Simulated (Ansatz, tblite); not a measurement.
# Al(NH3)2H3 (AlN2H9): rung by rung

How do method and basis change the picture of Al(NH3)2H3 (AlN2H9) (singlet)?

Computed with Ansatz 0.2.0, Gaussian basis. Level: as each input shows.

Levels to be run: GFN1-xTB, GFN2-xTB, PBE-D4/def2-TZVP, r2SCAN-D4/def2-TZVP, ωB97M-V/def2-TZVP, LDA/def2-TZVP, revPBE-D4/def2-TZVP, r2SCANh-D4/def2-TZVP, BHLYP-D4/def2-TZVP, HF/def2-TZVP, ωB97X-V/def2-TZVP, PBE-D4/def2-SVP, PBE0-D4/def2-SVP, HF/STO-3G, CCSD(T)/def2-TZVPP, MP2/def2-TZVP, RPA/def2-TZVP.

## (1) The geometry

The singlet was relaxed beforehand with PBE-D4/def2-SVP.

12 atoms, charge 0, spin multiplicity 1.

Bond lengths: Al1–N2 2.191 Å, Al1–N6 2.191 Å, Al1–H10 1.636 Å, Al1–H11 1.636 Å, Al1–H12 1.636 Å, N2–H3 1.029 Å, N2–H4 1.029 Å, N2–H5 1.029 Å, N6–H7 1.029 Å, N6–H8 1.029 Å, N6–H9 1.029 Å. Angles: N2–Al1–N6 180.0°, N2–Al1–H10 90.0°, N2–Al1–H11 90.0°, N2–Al1–H12 90.0°, N6–Al1–H10 90.0°, N6–Al1–H11 90.0°, N6–Al1–H12 90.0°, H10–Al1–H11 120.0°, H10–Al1–H12 120.0°, H11–Al1–H12 120.0°, Al1–N2–H3 111.6°, Al1–N2–H4 111.6°, Al1–N2–H5 111.5°, H3–N2–H4 107.3°, H3–N2–H5 107.3°, H4–N2–H5 107.3°, Al1–N6–H7 111.5°, Al1–N6–H8 111.6° and more.

PBE0-D4/def2-TZVP was run before; its log isn't repeated, and its numbers join the tables.

## (2) GFN1-xTB

Tight binding, by tblite at 300 K electronic temperature and without a spin-polarisation term:

```python
tblite.interface.Calculator('GFN1-xTB', numbers, positions, charge=0, uhf=0).singlepoint()
```

Energy -342.7601 eV, HOMO -10.69 eV, LUMO -4.13 eV; 0.004 s.

## (3) GFN2-xTB

Tight binding, by tblite at 300 K electronic temperature and without a spin-polarisation term:

```python
tblite.interface.Calculator('GFN2-xTB', numbers, positions, charge=0, uhf=0).singlepoint()
```

Energy -313.2791 eV, HOMO -9.24 eV, LUMO -2.65 eV; 0.003 s.

## (4) PBE-D4/def2-TZVP

start.molden holds the orbitals of an earlier run on this state, given as this run's starting guess.

File in.yaml:

```yaml
crystal:
  periodic: [false, false, false]
  atoms:
    - {symbol: Al, position_ang: [0.000025, 0.000666, 0.000026]}
    - {symbol: N, position_ang: [-0.003057, -0.016541, 2.190562]}
    - {symbol: H, position_ang: [-0.960599, -0.008549, 2.567678]}
    - {symbol: H, position_ang: [0.484694, 0.803649, 2.575982]}
    - {symbol: H, position_ang: [0.465472, -0.854020, 2.562303]}
    - {symbol: N, position_ang: [0.003112, 0.016235, -2.190547]}
    - {symbol: H, position_ang: [-0.953426, 0.040253, -2.569505]}
    - {symbol: H, position_ang: [0.463211, -0.820704, -2.573876]}
    - {symbol: H, position_ang: [0.500527, 0.836752, -2.562654]}
    - {symbol: H, position_ang: [1.636142, -0.024590, 0.001906]}
    - {symbol: H, position_ang: [-0.795940, 1.430243, 0.009646]}
    - {symbol: H, position_ang: [-0.840170, -1.403395, -0.011522]}
basis:
  gaussian: {orbitals: def2-TZVP, initial_orbitals: start.molden}
hamiltonian: {xc: pbe, dispersion: d4}
scf: {omitted_lower_state_checks: [starts]}
output: {orbitals: {seedname: orbitals}}
```

On the command line:

```
$ ansatz run in.yaml --threads 4 --pin off --events-out ev --progress --plain --max-ram 3916MiB
```

After this run come: r2SCAN-D4/def2-TZVP; ωB97M-V/def2-TZVP; LDA/def2-TZVP; revPBE-D4/def2-TZVP; r2SCANh-D4/def2-TZVP; BHLYP-D4/def2-TZVP; HF/def2-TZVP; ωB97X-V/def2-TZVP; PBE-D4/def2-SVP; PBE0-D4/def2-SVP; HF/STO-3G; CCSD(T)/def2-TZVPP; MP2/def2-TZVP; RPA/def2-TZVP.

Q: Predict the results of all the runs planned. Wanted: gap in def2-TZVP, named functionals and Hartree-Fock, smallest and largest; correlation energy, CCSD(T)/def2-TZVPP; correlation energy, MP2/def2-TZVP; binding an atom, CCSD(T)/def2-TZVPP; PBE0 total energy, smallest basis above largest.

The runs gave:

```
                                                                  quantity                          value
gap in def2-TZVP, named functionals and Hartree-Fock, smallest and largest   5.00 eV (LDA), 12.89 eV (HF)
                                    correlation energy, CCSD(T)/def2-TZVPP                      -17.53 eV
                                         correlation energy, MP2/def2-TZVP                      -15.03 eV
                                       binding an atom, CCSD(T)/def2-TZVPP                       3.002 eV
                           PBE0 total energy, smallest basis above largest  5.89 eV (def2-SVP, def2-TZVP)
```

In words: Orbital gaps of the named functionals and Hartree-Fock in def2-TZVP span 5.00 eV (LDA) to 12.89 eV (HF); exact exchange widens it. A small miss in a minimal or small basis is a cancelling of errors, not accuracy. The functionals in def2-TZVP miss CCSD(T)/def2-TZVPP by -0.001 (BHLYP-D4) to +0.425 eV (LDA) an atom. The reference is CCSD(T) in one finite basis, so it carries an error of its own, often a tenth of an eV or more, and near misses can't be ranked.
